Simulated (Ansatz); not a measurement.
# AlH₄ (doublet): PBE-QIDH, RPA-PBE over a scan of the scale of all distances, 6-31G

Aim: run AlH₄ (doublet) with these functionals over a scan of the scale of all distances, and hold them against the top wave-function level at the same points.

Computed with Ansatz 0.2.0, Gaussian basis. Level: 6-31G, all electrons in the functionals, frozen cores in the correlation of double hybrids and RPA.

To be run: PBE-QIDH, RPA-PBE, at 0.872; 1.000; 1.110; 1.285; 1.496; 1.766; 1.983; 2.403.

20 further runs of the same task are left out: 5 for a known fault of the program, 10 that didn't finish, 5 set aside as unsound or not needed.

## Step 1: What is computed

The geometry derives from a PBE0/def2-TZVP stationary point (not a proven minimum). All distances are scaled together.

5 atoms, charge 0, spin multiplicity 2.

Atoms are counted from 1 here; the program's logs count them from 0.

Bond lengths: Al1–H4 1.595 Å, Al1–H5 1.595 Å, H2–H3 0.766 Å. Angles: H4–Al1–H5 120.0°.

No dispersion term is added.

The geometry shown and the zero of energy belong to the point 1.000. The yardstick, FCI, and other wave-function levels (R restricted, U unrestricted, valence and pair active spaces) come from earlier runs.

## Step 2: PBE-QIDH, 0.872

in.yaml reads:

```yaml
crystal:
  periodic: [false, false, false]
  atoms:
    - {symbol: Al, position_ang: [-0.052204, 0.000128, -0.115774]}
    - {symbol: H, position_ang: [0.391286, 0.001571, 1.731593]}
    - {symbol: H, position_ang: [-0.276481, -0.007766, 1.705971]}
    - {symbol: H, position_ang: [0.639439, 1.206246, -0.164631]}
    - {symbol: H, position_ang: [0.643198, -1.203473, -0.173781]}
basis:
  gaussian: {orbitals: 6-31G}
magnetization: {spin_polarized: true, initial_magnetization: 1}
hamiltonian: {xc: {name: PBE-QIDH}}
correlation: {electrons: outside_noble_gas}
```

Run with:

```sh
ansatz run in.yaml --threads 1 --pin off --events-out ev --progress --plain --max-ram 2393MiB
```

After this run come: PBE-QIDH, 1.000; PBE-QIDH, 1.110; PBE-QIDH, 1.285; PBE-QIDH, 1.496; PBE-QIDH, 1.766; PBE-QIDH, 1.983; PBE-QIDH, 2.403; RPA-PBE, 0.872; RPA-PBE, 1.000; RPA-PBE, 1.110; RPA-PBE, 1.285; RPA-PBE, 1.496; RPA-PBE, 1.766; RPA-PBE, 1.983; RPA-PBE, 2.403.

Q: Predict the results of all the runs planned. Wanted: span of the FCI curve; largest miss, PBE-QIDH; largest miss, RPA-PBE.

As calculated:

| quantity | value |
| --- | --- |
| span of the FCI curve | 7.252 eV |
| largest miss, PBE-QIDH | +1.454 eV (1.983) |
| largest miss, RPA-PBE | +0.356 eV (2.403) |

Of the functionals, RPA-PBE keep the smallest largest miss at the points compared (at most 0.356 eV) and PBE-QIDH strays most (1.454 eV, at 1.983). PBE-QIDH, RPA-PBE clearly break the spin symmetry at some points (⟨S²⟩ up to 1.70 above the pure value), so energy there is bought with a mixed spin. Functionals and the yardstick converge differently with the basis, so part of each miss in 6-31G is the basis.
